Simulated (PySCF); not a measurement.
## Löwdin shares of the frontier orbitals

SiCl2 (singlet state).
Z-matrix (Å and degrees, GFN2-xTB geometry), rows numbered from 1:
```
Cl
Si  1  2.0524
Cl  2  2.0524  1  101.07
```

The calculation used TDDFT CAM-B3LYP/def2-SVPD, vertical, gas phase, core orbitals frozen in the response (PySCF).

Kohn–Sham orbitals with the atoms that hold most of them (Löwdin shares over 4%, at most four atoms; ? is withheld):

| orbital | ε (eV) | atoms |
| --- | --- | --- |
| LUMO+2 | 1.09 | Si2 42%, Cl3 29%, Cl1 29% |
| LUMO+1 | 0.88 | Si2 49%, Cl1 25%, Cl3 25% |
| LUMO | -1.76 | ? |
| HOMO | -9.04 | ? |
| HOMO-1 | -10.68 | Cl1 49%, Cl3 49% |
| HOMO-2 | -11.17 | Cl1 46%, Cl3 46%, Si2 8% |
| HOMO-3 | -12.10 | Cl3 42%, Cl1 42%, Si2 15% |

Task: Give the leading atoms of the LUMO.

Result: Si2 (bonded to 2 Cl) 67%; Cl3 (bonded to Si) 17%; Cl1 (bonded to Si) 17%. By element: silicon 67%, chlorine 33%.

Task: Give the leading atoms of the HOMO.

Result: Si2 (bonded to 2 Cl) 56%; Cl1 (bonded to Si) 22%; Cl3 (bonded to Si) 22%. By element: silicon 56%, chlorine 44%.

Task: How does S1 compare with the orbital gap of 7.28 eV?

Result: S1 is at 3.90 eV (f = 0.032), 3.38 eV below the gap, made of HOMO→LUMO (99%). Without the coupling terms of the response equations the lowest excitation would equal the gap.

Task: One configuration dominates each of S1, S2, S3 and S6. Which, and how do the shares of the two leading atoms of either orbital change from the occupied to the empty one?

Result: 
- S1 (3.90 eV, f 0.032), HOMO→LUMO (99%): Si2 56% → 67%, Cl1 22% → 17%, Cl3 22% → 17%
- S2 (5.20 eV, f 0.0000), HOMO-1→LUMO (99%): Cl1 49% → 17%, Cl3 49% → 17%, Si2 at most 3% → 67%
- S3 (6.09 eV, f 0.013), HOMO-2→LUMO (87%): Cl1 46% → 17%, Cl3 46% → 17%, Si2 8% → 67%
- S6 (7.05 eV, f 0.342), HOMO→LUMO+1 (83%): Si2 56% → 49%, Cl1 22% → 25%

Löwdin shares depend on the basis, the more so with diffuse functions.
